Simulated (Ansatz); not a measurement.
C$_{6}$H$_{7}$N (`N#CC1=CCCC1`) at its PBE0-D4/def2-TZVP geometry, where that method's forces vanish. The species carries charge 0 and has multiplicity 1.

```xyz
14

N    -1.7692    0.2711   -3.1332
C    -1.1539    0.1574   -2.1650
C    -0.4311    0.0331   -0.9510
C     0.8409   -0.3599   -0.8504
C     1.2778   -0.4399    0.5764
C     0.1648    0.3064    1.3298
C    -1.0568    0.2778    0.3993
H     1.4671   -0.6293   -1.6920
H     2.2676   -0.0059    0.7395
H     1.3498   -1.4923    0.8808
H     0.4718    1.3429    1.4868
H    -0.0444   -0.1235    2.3096
H    -1.6382    1.2014    0.4290
H    -1.7463   -0.5392    0.6404
```

What forces (eV/Å) does PBE-D4/def2-TZVPP give on these atoms in the Gaussian-basis code of Ansatz? (Best estimate.)

Computed: 
```
N1  -0.885  0.165 -1.389
C2   0.804 -0.148  1.294
C3  -0.529  0.150 -0.281
C4   0.493 -0.141  0.034
C5   0.052 -0.003 -0.024
C6  -0.002  0.013  0.090
C7  -0.050  0.030  0.031
H8   0.136 -0.059 -0.173
H9   0.215  0.068  0.043
H10  0.034 -0.220  0.074
H11  0.062  0.207  0.043
H12 -0.041 -0.077  0.204
H13 -0.135  0.177  0.007
H14 -0.153 -0.161  0.047
```
